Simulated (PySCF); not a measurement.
Compound: 5-methylthiazole, C4H5NS.
SMILES with atom numbers: `[CH3:1][c:2]1[cH:3][n:4][cH:5][s:6]1` (hydrogens: H7, H8, H9 on C1; H10 on C3; H11 on C5)

A GFN2-xTB structure was refined with PBE0-D3(BJ)/def2-TZVP geometry optimisation, gas phase (PySCF). Its GFN2-xTB values:

| coordinate | GFN2-xTB |
| --- | --- |
| C1–C2 | 1.484 Å |
| C1–H7 | 1.090 Å |
| C2–C3 | 1.362 Å |
| C2–S6 | 1.737 Å |
| C3–N4 | 1.354 Å |
| C3–H10 | 1.075 Å |
| N4–C5 | 1.278 Å |
| C5–S6 | 1.739 Å |
| C5–H11 | 1.071 Å |
| C1–C2–C3 | 129.0° |
| C1–C2–S6 | 121.9° |
| C2–C3–N4 | 115.9° |
| C2–S6–C5 | 88.3° |
| C3–C2–S6 | 109.1° |
| C3–N4–C5 | 111.6° |
| N4–C5–S6 | 115.0° |

Task: How do these coordinates change at the PBE0-D3(BJ)/def2-TZVP level?

Result: 
```json
{"coordinate": "C5–S6", "PBE0-D3(BJ)/def2-TZVP (Å or °)": "1.719", "change": "-0.020"}
{"coordinate": "C2–S6", "PBE0-D3(BJ)/def2-TZVP (Å or °)": "1.718", "change": "-0.019"}
{"coordinate": "N4–C5", "PBE0-D3(BJ)/def2-TZVP (Å or °)": "1.294", "change": "+0.016"}
{"coordinate": "C5–H11", "PBE0-D3(BJ)/def2-TZVP (Å or °)": "1.082", "change": "+0.011"}
{"coordinate": "C3–N4", "PBE0-D3(BJ)/def2-TZVP (Å or °)": "1.364", "change": "+0.010"}
{"coordinate": "C3–H10", "PBE0-D3(BJ)/def2-TZVP (Å or °)": "1.083", "change": "+0.008"}
{"coordinate": "C1–C2", "PBE0-D3(BJ)/def2-TZVP (Å or °)": "1.487", "change": "+0.003"}
{"coordinate": "C1–H7", "PBE0-D3(BJ)/def2-TZVP (Å or °)": "1.093", "change": "+0.003"}
{"coordinate": "C2–C3", "PBE0-D3(BJ)/def2-TZVP (Å or °)": "1.363", "change": "+0.001"}
{"coordinate": "C2–S6–C5", "PBE0-D3(BJ)/def2-TZVP (Å or °)": "89.9", "change": "+1.6"}
{"coordinate": "C3–N4–C5", "PBE0-D3(BJ)/def2-TZVP (Å or °)": "110.3", "change": "-1.3"}
{"coordinate": "C1–C2–S6", "PBE0-D3(BJ)/def2-TZVP (Å or °)": "123.1", "change": "+1.2"}
{"coordinate": "C3–C2–S6", "PBE0-D3(BJ)/def2-TZVP (Å or °)": "108.2", "change": "-0.9"}
{"coordinate": "C2–C3–N4", "PBE0-D3(BJ)/def2-TZVP (Å or °)": "116.7", "change": "+0.8"}
{"coordinate": "C1–C2–C3", "PBE0-D3(BJ)/def2-TZVP (Å or °)": "128.7", "change": "-0.3"}
{"coordinate": "N4–C5–S6", "PBE0-D3(BJ)/def2-TZVP (Å or °)": "114.8", "change": "-0.2"}
```

The energy falls by 2.8 kJ/mol over 4 energy and gradient evaluations, the largest force component goes from 0.0153 to 2.5e-04 Eh/bohr, and the atoms move by 0.020 Å rms after alignment. Among the bonds, C5–S6 and C2–S6 change most and about equally (-0.020 to -0.019 Å). Bonds longer at the end by more than 0.005 Å: 4 of 11; shorter: 2. Rotational constants go from 5379, 3231, 2044 to 5474, 3202, 2046 MHz.

The run used 222 basis functions and 31 SCF cycles in all. Hardware: one thread, Arm Neoverse V2 (aarch64), no GPU, shared host with 96 logical CPUs at a one-minute load of 16. Cost: 43 s of wall time, 0.95 GiB resident at most.

No PBE0-D3(BJ)/def2-TZVP frequencies stand behind this structure, so it isn't proved a minimum.
